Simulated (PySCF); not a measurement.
## Identify the compound

Molecular formula: C5H8O. Simulated spectra:

1H NMR (300 MHz, computed): δ 3.15 (m, 1H), 2.99 (m, 1H), 2.67 (m, 1H), 2.14 (m, 1H), 1.39 (m, 1H), 1.09 (d, J = 8.2 Hz, 3H).

13C{1H} NMR (computed): δ 224.0, 59.2, 46.3, 21.5, 14.6.

Theory: structure optimised with PBE0-D3(BJ)/def2-SVP, couplings computed with B3LYP/pcJ-1 (without the spin–dipole term), GIAO CAM-B3LYP/pcSseg-2 shieldings, in PySCF 2.14.0 with density-fitted response routines (single conformer, isolated molecule, equivalent nuclei averaged, relativity neglected).

Chemical shifts δ = σref − σ; 1H and 13C vs TMS, all at this level.

Task: What is the structure?

Result: 
- Rings plus π bonds: 2 (1 ring in the answer).
- 5 carbon signals for 5 carbons: no two carbons are equivalent.
- Carbon types of the structure: 1 × C, 1 × CH, 2 × CH2, 1 × CH3, which accounts for all hydrogens.
- δC 224.0: ketone carbonyl carbon; low-lying n→π* states of the double bond to the heteroatom give a large paramagnetic term (-293 ppm).
- δC 59.2: sp3 CH α to a carbonyl; the adjacent C=O deshields it moderately.
- δC 46.3: sp3 CH2 α to a carbonyl; the adjacent C=O deshields it moderately.
- δC 21.5: sp3 CH2 in a ring; saturated and bonded to C and H only.
- δC 14.6: methyl carbon; aliphatic region, no heteroatom directly attached.
- δH 3.15: hydrogen on an sp3 CH α to a carbonyl; α to C=O.
- δH 2.99, 2.67: hydrogen on an sp3 CH2 α to a carbonyl; α to C=O.
- The protons at 2.14 and 1.39 share a coupling of 12.1 Hz (geminal).

Structure: SMILES C[C@@H]1CCC1=O.

This is the structure that produced the data.

Multiplet labels drop couplings under 1 Hz and merge nearly equal ones. Unscaled 3J(H,H) at this level run about 10 % above measured values. Shifts are as computed, not scaled to solution data. Of 1211 compounds with measured shifts, 218 miss one by over three times the rms of a fit or turn the order of signals round; such compounds aren't used in these exercises. Vicinal couplings across rotatable single bonds and in flexible rings belong to the one computed conformer; a conformer average would change them.
